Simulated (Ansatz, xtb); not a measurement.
# BH2N2: which of two isomers lies lower

We compare a, `[N]=BN`, a doublet, with b, `BN=[N]`, a doublet. Both are isolated molecules in the gas phase, relaxed with PBE0-D4/def2-TZVP; the shapes shown needn't be the lowest conformers.

a (Å):

```json
{"atom": "B", "x (Å)": "-2.0168", "y (Å)": "-1.5352", "z (Å)": "1.5432"}
{"atom": "N", "x (Å)": "-3.1647", "y (Å)": "-1.8465", "z (Å)": "2.0960"}
{"atom": "N", "x (Å)": "-0.8202", "y (Å)": "-1.2107", "z (Å)": "0.9671"}
{"atom": "H", "x (Å)": "0.0550", "y (Å)": "-1.6022", "z (Å)": "1.2735"}
{"atom": "H", "x (Å)": "-0.7431", "y (Å)": "-0.5611", "z (Å)": "0.2023"}
```

b (Å):

```yaml
atoms:
  - { symbol: B, position_ang: [-1.1414, -1.5261, 1.7325] }
  - { symbol: N, position_ang: [-1.6488, -1.0555, 0.5056] }
  - { symbol: N, position_ang: [-2.0558, -0.6781, -0.4785] }
  - { symbol: H, position_ang: [-1.8474, -1.3859, 2.6779] }
  - { symbol: H, position_ang: [-0.0591, -2.0152, 1.6970] }
```

Quicker runs give these differences E(b) − E(a): GFN2-xTB −19.9 kcal/mol; HF/STO-3G −5.7 kcal/mol (at GFN2-xTB geometries); r2SCAN-D4/def2-SVP −7.1 kcal/mol (at GFN2-xTB geometries).

Q: Estimate E(b) − E(a) at the level CCSD(T)/def2-TZVP.

A: Calculated at CCSD(T)/def2-TZVP: E(b) − E(a) = −5.8 kcal/mol, so structure b lies lower.

The same difference at several levels:

```tsv
level	geometry	E(b) − E(a) (kcal/mol)	departure from the last row (kcal/mol)	job, with rough time for the two
GFN2-xTB	GFN2-xTB	−19.9	−14.1	optimisation, 0.085 s
HF/STO-3G	GFN2-xTB	−5.7	+0.1	single point, 0.23 s
r2SCAN-D4/def2-SVP	GFN2-xTB	−7.1	−1.3	single point, 2 s
PBE0-D4/def2-TZVP	PBE0-D4/def2-TZVP	−5.5	+0.3	optimisation, 21 s
HF/def2-TZVP	PBE0-D4/def2-TZVP	+3.0	+8.8	part of the CCSD(T) run
MP2/def2-TZVP	PBE0-D4/def2-TZVP	−1.9	+3.9	part of the CCSD(T) run
CCSD(T)/def2-TZVP	PBE0-D4/def2-TZVP	−5.8		single point, 18 s
```

As drawn, b has 1 N=N, 2 B–H in place of 1 B=N, 2 N–H.

HF/def2-TZVP puts the two in the other order. The largest departure from CCSD(T)/def2-TZVP is that of GFN2-xTB, 14.1 kcal/mol.

With harmonic frequencies from PBE0-D4/def2-TZVP (ideal gas, rigid rotor, one conformer each, 298.15 K, 1 atm): on the last row, ΔE + ΔZPE = −8.5, ΔH = −8.6, ΔG = −8.5 kcal/mol.

Open shells are spin-unrestricted, with notable spin contamination under HF/STO-3G, HF/def2-TZVP, MP2/def2-TZVP, CCSD(T)/def2-TZVP. The correlated steps freeze 3 core orbitals. Run with Ansatz 0.2.0, xtb 6.7.1; the last row on 2 threads of Arm Neoverse V2 on a shared host.
